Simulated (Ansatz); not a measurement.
Basis-set extrapolation for C4H4O (`C#COC=C`) (PBE0-D4/def2-TZVP geometry, frozen core, Ansatz). Multiplicity 1, RHF reference.

```csv
,def2-TZVPP,def2-QZVPP
HF,-228.631277,-228.641309
MP2 correlation,-0.850531,-0.909419
CCSD(T) correlation,-0.914880,-0.967838
```

Energies in hartree. Use E(X) = E(∞) + A·exp(−7.88·√X) for Hartree–Fock and E(X) = E(∞) + B·X^(−2.97) for correlation, with X = 3 and 4.

Problem. What is the CCSD(T) energy at the basis-set limit?

Solution. HF limit: -228.641309 + (-0.010032) × 0.13774 = -228.64269. Correlation limit: -0.967838 + (-0.052958) × 0.74074 = -1.00707. Total: -229.64976 hartree, 2.82 eV below CCSD(T)/def2-TZVPP.
